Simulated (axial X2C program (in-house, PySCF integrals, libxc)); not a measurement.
## Spectroscopic constants of BCl⁺

Computed with an axial X2C code built on PySCF integrals. Spin-free means the one-electron spin-free X2C Hamiltonian; two-component (2c) means X2C with spin–orbit coupling and atomic mean-field two-electron Coulomb and Gaunt terms, so the difference of the two also holds small scalar two-electron terms. Basis: Cl dyall-av3z [9s8p3d2f], B dyall-v3z [7s6p2d1f] (cores contracted in-house); Gaussian nuclei, density fitting, unrestricted open shells. Masses: Cl 34.969 u, B 11.009 u.

The run was started with this input:
```json
{"zs": [17, 5], "q": 1, "bas": ["dyall-av3z", "dyall-v3z"], "levels": ["PBE0", "HF", "r2SCAN0"], "cc": true, "r0": 1.84, "thr": -2.0, "nmax": 90, "npts": 10, "nst": 2, "ntry": 6}
```
```bash
python so2c.py task.json out
```

Keys: zs atomic numbers; q charge; bas basis sets; levels methods; cc coupled cluster on or off; r0 starting distance in Å; thr threshold in hartree for freezing inner shells (an s shell follows its p shell); nmax most natural virtual spinors; npts points on the curve; nst determinants followed; ntry starts of the search. HF also brings MP2.

State, spin-free: M_S = 1/2, Λ = 0 (beyond evenly filled blocks: σα); electrons by block: σα: 7, σβ: 6, π+α: 2, π+β: 2, π-α: 2, π-β: 2. Fragments: Cl + B+.

State, 2c: Ω = 1/2 (⟨Sz⟩ = 0.50, ⟨Lz⟩ = 0.00 at PBE0); electrons by block: 1/2: 9, -1/2: 8, 3/2: 2, -3/2: 2. Fragments: Cl + B+.

```json
{"Hamiltonian": "spin-free", "level": "PBE0", "Re (Å)": "1.599", "ωe (cm⁻¹)": "1147.1", "ωexe (cm⁻¹)": "6.16", "Be (cm⁻¹)": "0.7878", "De (eV)": "4.23", "μ (D)": "2.72"}
{"Hamiltonian": "spin-free", "level": "HF", "Re (Å)": "1.596", "ωe (cm⁻¹)": "1171.7", "ωexe (cm⁻¹)": "6.32", "Be (cm⁻¹)": "0.7909", "De (eV)": "3.04", "μ (D)": "3.21"}
{"Hamiltonian": "spin-free", "level": "MP2", "Re (Å)": "1.598", "ωe (cm⁻¹)": "1170.4", "ωexe (cm⁻¹)": "5.56", "Be (cm⁻¹)": "0.788", "De (eV)": "3.96", "μ (D)": "n/a"}
{"Hamiltonian": "spin-free", "level": "CCSD", "Re (Å)": "1.600", "ωe (cm⁻¹)": "1149.2", "ωexe (cm⁻¹)": "6.88", "Be (cm⁻¹)": "0.7862", "De (eV)": "3.26", "μ (D)": "n/a"}
{"Hamiltonian": "spin-free", "level": "CCSD(T)", "Re (Å)": "1.605", "ωe (cm⁻¹)": "1135.9", "ωexe (cm⁻¹)": "6.67", "Be (cm⁻¹)": "0.7818", "De (eV)": "3.44", "μ (D)": "n/a"}
{"Hamiltonian": "spin-free", "level": "r2SCAN0", "Re (Å)": "1.595", "ωe (cm⁻¹)": "1161.3", "ωexe (cm⁻¹)": "6.13", "Be (cm⁻¹)": "0.7912", "De (eV)": "4.29", "μ (D)": "2.80"}
{"Hamiltonian": "2c", "level": "PBE0", "Re (Å)": "1.599", "ωe (cm⁻¹)": "1146.8", "ωexe (cm⁻¹)": "6.17", "Be (cm⁻¹)": "0.7876", "De (eV)": "4.22", "μ (D)": "2.72"}
{"Hamiltonian": "2c", "level": "HF", "Re (Å)": "1.596", "ωe (cm⁻¹)": "1171.4", "ωexe (cm⁻¹)": "6.32", "Be (cm⁻¹)": "0.7907", "De (eV)": "2.98", "μ (D)": "3.20"}
{"Hamiltonian": "2c", "level": "MP2", "Re (Å)": "1.599", "ωe (cm⁻¹)": "1170.2", "ωexe (cm⁻¹)": "5.56", "Be (cm⁻¹)": "0.7878", "De (eV)": "3.93", "μ (D)": "n/a"}
{"Hamiltonian": "2c", "level": "r2SCAN0", "Re (Å)": "1.595", "ωe (cm⁻¹)": "1161.0", "ωexe (cm⁻¹)": "6.13", "Be (cm⁻¹)": "0.791", "De (eV)": "4.29", "μ (D)": "2.80"}
```

Correlated methods: 9 electrons correlated (number of frozen shells: Cl 2 s, 1 p; B 1 s), 175 virtual spin orbitals or spinors in MP2.

Dipoles are positive if B is the positive end and refer to the centre of mass.

The state is one determinant whose occupation by symmetry is held fixed; it was picked as the lowest of a PBE0 search that is not exhaustive. De is counted from the lowest determinant-based energies of the atoms at the same level, without counterpoise correction. Density functionals use the spin component along the axis (collinear). CCSD and (T) use frozen natural virtuals with an MP2 correction for the truncation; (T) itself is uncorrected, so its De runs slightly low. In 2c an atomic determinant is not the ground J level, so De misses part of the atomic spin–orbit lowering. This holds for PBE0, r2SCAN0. Without a current term, density functionals place determinants with orbital angular momentum somewhat too high.

No reliable constants came from CCSD (2c), CCSD(T) (2c): no minimum in range, unconverged points, a curve that is not smooth, a change of character along it, or the two Hamiltonians disagreeing along it.

Rough cost a point (2c) on 1 thread(s) of a shared host, integrals apart: PBE0 0.21 s, HF 0.11 s, r2SCAN0 0.3 s.

The whole task took 77 s on 1 thread of Intel(R) Xeon(R) Processor @ 2.30GHz, with other jobs on the host.
